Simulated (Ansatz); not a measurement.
Tl (hcp): energy against volume

These are results of Ansatz 0.2.0, DFT, PBEsol, plane waves (420 eV) with PAW, scalar-relativistic, not measurements. (PAW data from PBE, frozen cores regenerated.)

The cell is scaled uniformly from the relaxed one, with fractional coordinates and shape fixed. Energies are extrapolated to zero smearing, pressures are those at the given smearing. Magnetic state: spin not included.

A Birch-Murnaghan fit gives V₀ = 28.57 Å³/atom, B₀ = 37 GPa, B₀′ = 5.4.

(1) What are the energy above the minimum and the pressure at 26.307 Å³/atom?

(2) What are the energy above the minimum and the pressure at 29.738 Å³/atom?

(3) What are the energy above the minimum and the pressure at 30.882 Å³/atom?

Answers

(1) 24.5 meV/atom and 3.82 GPa as computed.

(2) 5.0 meV/atom and -1.27 GPa as computed.

(3) 18.0 meV/atom and -2.26 GPa as computed.
